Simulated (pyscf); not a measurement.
[H₂N–AlH]• + CH₄ → H₂N–AlH₂ + CH₃•, a hydrogen abstraction (doublet surface; C–H broken, Al–H formed). Single points on ωB97X-D3(BJ)/def2-SVP structures (PySCF, gas phase). Correlated levels are frozen-core, on RHF or UHF. ΔMP2 is the change of the MP2 total energy from the triple- to the quadruple-zeta basis. Energies in kcal/mol from the separated reactants.

Small-basis levels: PySCF, no dispersion term, spherical d functions. AM1 to PM7: differences of heats of formation from MOPAC, which are fitted to 298 K values and so differ in kind from electronic energies by zero-point and thermal terms. GFN2-xTB: tblite. Open shells are spin-unrestricted. 

| level | barrier | reaction energy |
|---|---|---|
| HF/STO-3G | 22.3 | +4.7 |
| SVWN5/6-31G* | 26.3 | +33.7 |
| PBE/6-31G* | 28.9 | +28.7 |
| B3LYP/STO-3G | 12.8 | +10.7 |
| B3LYP/6-311+G** | 28.9 | +22.9 |
| PBE/def2-SVP | 27.1 | +26.7 |
| GFN2-xTB | 15.7 | +16.2 |
| PM6 | 33.6 | +28.4 |
| PM7 | 31.7 | +25.7 |
| CCSD(T)/def2-TZVPP + ΔMP2(QZVPP) | 30.7 | +22.4 |

Against the last row the barrier runs from -17.9 (B3LYP/STO-3G) to +2.9 kcal/mol (PM6); PM7 happens to lie closest here (1.0 kcal/mol apart). At SVWN5/6-31G*, GFN2-xTB this geometry lies under one side, so the entry may be no barrier of that level: it is a single point on another level's saddle. CCSD(T)/def2-TZVPP + ΔMP2(QZVPP) has limits of its own. One saddle was located; it need not be the lowest between these sides. The angle at the transferred H is 177°. The CCSD(T) − MP2 part came from Ansatz, without density fitting, on the same reference.
